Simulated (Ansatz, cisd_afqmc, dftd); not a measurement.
System: C₂H₃, charge 0, doublet. C2H3 (SMILES [CH]=C, doublet).
B3LYP-D3(BJ)/def2-TZVP minimum from Ansatz (an electronic-structure program):
```xyz
5

C      0.0510    -0.5838    -0.0118
C      0.0446     0.7173     0.0179
H     -0.8735    -1.1638    -0.0541
H      0.9720    -1.1602     0.0038
H     -0.6722     1.5232     0.0139
```
Charge 0, spin multiplicity 2.

Wanted: atomisation energy (electronic, to ground-state atoms), in kJ/mol. Radicals and triplets start from unrestricted determinants; spin-orbit coupling is neglected. Cores are frozen in correlated methods. Rows without X2C or -DK are non-relativistic. The Monte Carlo rows (phaseless AFQMC, CISD trial, step 0.005/hartree) carry one-sigma bars that omit the constraint's bias. Outlying blocks are dropped, and bars are widened where a walk drifts. Over all cases where full CI ran beside it in this data, AFQMC minus full CI had a median of +0.1 mEh and passed +0.4 mEh in a tenth of the cases. CBS(X,Y): correlation extrapolated as X^-3, Hartree-Fock from the larger set (Q,5: extrapolated as (X+1)exp(-9√X)). A bracket is a step between two methods taken in the basis named. The functionals are non-relativistic, so their misses hold any scalar relativity. Double hybrids freeze cores in their MP2 part. '+ core + X2C': CCSD(T) terms for core correlation (cc-pwCVTZ) and scalar relativity (cc-pVTZ-DK). Where a partner has so few electrons that a lower coupled-cluster level is exact, that level stands in. The UHF reference of C2H3 ([CH]=C, doublet) is spin-contaminated (<S^2> up to 0.19 over the pure value in the sets run).

```json
[
 {"level": "B3LYP-D4/def2-TZVPD", "program": "Ansatz + dftd4", "atomisation energy (kJ/mol)": "1875.5", "difference against the last row": "10.9"},
 {"level": "CAM-B3LYP/def2-TZVPD", "program": "Ansatz", "atomisation energy (kJ/mol)": "1872.4", "difference against the last row": "7.8"},
 {"level": "B2PLYP/def2-TZVPD", "program": "Ansatz", "atomisation energy (kJ/mol)": "1847.6", "difference against the last row": "-17.0"},
 {"level": "MP2/CBS(aug-cc-pVTZ,aug-cc-pVQZ)", "program": "Ansatz", "atomisation energy (kJ/mol)": "1851.2", "difference against the last row": "-13.4"},
 {"level": "CCSD/aug-cc-pVQZ", "program": "Ansatz", "atomisation energy (kJ/mol)": "1816.0", "difference against the last row": "-48.6"},
 {"level": "CCSD(T)/aug-cc-pVDZ", "program": "Ansatz", "atomisation energy (kJ/mol)": "1730.6", "difference against the last row": "-134.0"},
 {"level": "CCSD(T)/cc-pVTZ", "program": "Ansatz", "atomisation energy (kJ/mol)": "1814.3", "difference against the last row": "-50.3"},
 {"level": "CCSDT(Q)/cc-pVTZ", "program": "Ansatz", "atomisation energy (kJ/mol)": "1816.6", "difference against the last row": "-48.0"},
 {"level": "AFQMC/CISD/aug-cc-pVDZ", "program": "cisd_afqmc", "atomisation energy (kJ/mol)": "1734.9 ± 1.1", "difference against the last row": "-129.7"},
 {"level": "AFQMC/CISD/aug-cc-pVTZ", "program": "cisd_afqmc", "atomisation energy (kJ/mol)": "1823.6 ± 0.6", "difference against the last row": "-41.0"},
 {"level": "CCSD(T)/CBS(cc-pVQZ,cc-pV5Z) + [AFQMC/CISD - CCSD(T)]/cc-pVDZ + core + X2C", "program": "Ansatz + cisd_afqmc", "atomisation energy (kJ/mol)": "1864.7 ± 1.0", "difference against the last row": "0.1"},
 {"level": "CCSD(T)/CBS(cc-pVQZ,cc-pV5Z) + [CCSDT(Q) - CCSD(T)]/cc-pVTZ + core + X2C", "program": "Ansatz", "atomisation energy (kJ/mol)": "1864.6", "difference against the last row": "0.0"}
]
```
